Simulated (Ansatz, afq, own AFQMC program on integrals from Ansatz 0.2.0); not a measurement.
## Where AFQMC and coupled cluster stand for Au⁺, triplet

A free Au cation.

Basis def2-TZVPP with its core potentials. Noble-gas cores (and the filled d shells of Ga–Kr and In–Xe) are frozen. Integrals, coupled cluster, full CI and functionals: Ansatz 0.2.0; the random walks run on the same integrals in our own AFQMC program. ph-AFQMC/CISD is guided by a CISD state made of CCSD amplitudes; releasing the constraint for a short imaginary time cuts its bias at the price of noise, slowly where states lie close. ± is one standard error of the sampling. No spin–orbit coupling. The metal's outer-core s and p shells are frozen, which shifts wave-function levels against functionals.

Determinant: UHF, the one that the program's search chose, which needn't be the lowest solution.

No full CI on the walks' own integrals is used here; CCSDT(Q) serves as the reference and is uncertain by about the last step of the cluster series.

Cautions: no spin-orbit coupling; outer-core shells of the metal frozen; another spin lies lower (by 2.62 eV).

The T1 diagnostic is 0.0081. The weight of the determinant in the CISD state is 0.936 and the ⟨S²⟩ of the determinant is 2.003. The size of the correlated space is 10 electrons in 52 orbitals.

Reference: CCSDT(Q), correlation energy -7.944 eV. The released energy is read at 1.50 1/Eh (meV from the phaseless value at times in 1/Eh: 0 ± 3 at 0.24, -3.5 ± 2.4 at 0.50, -3 ± 3 at 1.00, -5 ± 3 at 1.50).

```
         level  E − E(reference) (kcal/mol)  share of correlation (%)
            HF                       183.20                      0.00
           MP2                        -4.10                    102.24
          CCSD                         5.47                     97.02
       CCSD(T)                        -0.19                    100.10
         CCSDT                         0.06                     99.97
 ph-AFQMC/CISD                  0.12 ± 0.07                     99.93
released AFQMC                  0.01 ± 0.06                    100.00
```

A walk keeps the symmetry of its determinant, which the program's search chose and which needn't be the lowest solution, so a lower state of the same spin and another symmetry isn't excluded. Released energies are given only where the last usable release times agree within the noise; a slower fall can still hide under it.
